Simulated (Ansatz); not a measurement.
AlH2(vinyl) (C2H5Al), 8 atoms. Hardware: 4 threads of Arm Neoverse V1 on a shared host.

Correlated methods freeze 7 core orbitals.

Q: How many basis functions does each of these Ansatz runs have, and roughly what does it cost? r2SCAN-D4/def2-TZVP, charge 0 triplet at the geometry of the charge 0 singlet, energy, from earlier orbitals; PBE0-D4/def2-TZVP, charge 0 singlet, energy and forces, from earlier orbitals; PBE-D4/def2-TZVPD, charge -1 doublet at the geometry of the charge 0 singlet, energy, from earlier orbitals; LC-ωPBE/def2-TZVP, charge 0 singlet, energy, from earlier orbitals; PBE0-D4/def2-TZVPD, charge -1 doublet at the geometry of the charge 0 singlet, energy; PBE-D4/def2-TZVP, charge 1 doublet at the geometry of the charge 0 singlet, energy, from earlier orbitals; r2SCAN-D4/def2-TZVP, charge 0 singlet, energy, from earlier orbitals; CCSD(T)/def2-TZVPD, charge 0 singlet, energy, from earlier orbitals; PBE-D4/def2-TZVP, charge 0 singlet, energy, from earlier orbitals; ωB97X-V/def2-TZVP, charge 0 singlet, energy, from earlier orbitals; PBE-D4/def2-SVP, charge 0 singlet, energy, from earlier orbitals; MP2/def2-TZVP, charge 0 singlet, energy, from earlier orbitals.

A: Other jobs shared the machine, so times can vary by a factor of up to 3. A dash marks memory too small to be measured apart from the calling script's.

| run | functions | fitting or Cholesky vectors | wall time | peak host memory (GiB) |
| --- | --- | --- | --- | --- |
| PBE-D4/def2-SVP, charge 0 singlet, energy, from earlier orbitals | 71 | 799 | 0.5 s | – |
| MP2/def2-TZVP, charge 0 singlet, energy, from earlier orbitals | 129 | 868 | 0.55 s | – |
| PBE-D4/def2-TZVP, charge 0 singlet, energy, from earlier orbitals | 129 | 839 | 0.81 s | – |
| LC-ωPBE/def2-TZVP, charge 0 singlet, energy, from earlier orbitals | 129 | 839 | 1 s | – |
| PBE0-D4/def2-TZVP, charge 0 singlet, energy and forces, from earlier orbitals | 129 | 859 | 1.5 s | – |
| r2SCAN-D4/def2-TZVP, charge 0 singlet, energy, from earlier orbitals | 129 | 839 | 1.8 s | – |
| PBE-D4/def2-TZVP, charge 1 doublet at the geometry of the charge 0 singlet, energy, from earlier orbitals | 129 | 839 | 2.2 s | – |
| PBE-D4/def2-TZVPD, charge -1 doublet at the geometry of the charge 0 singlet, energy, from earlier orbitals | 162 | 867 | 2.6 s | – |
| ωB97X-V/def2-TZVP, charge 0 singlet, energy, from earlier orbitals | 129 | 839 | 2.9 s | – |
| PBE0-D4/def2-TZVPD, charge -1 doublet at the geometry of the charge 0 singlet, energy | 162 | 897 | 3 s | – |
| r2SCAN-D4/def2-TZVP, charge 0 triplet at the geometry of the charge 0 singlet, energy, from earlier orbitals | 129 | 839 | 3.8 s | – |
| CCSD(T)/def2-TZVPD, charge 0 singlet, energy, from earlier orbitals | 162 | 1113 | 9.5 s | 1.2 |
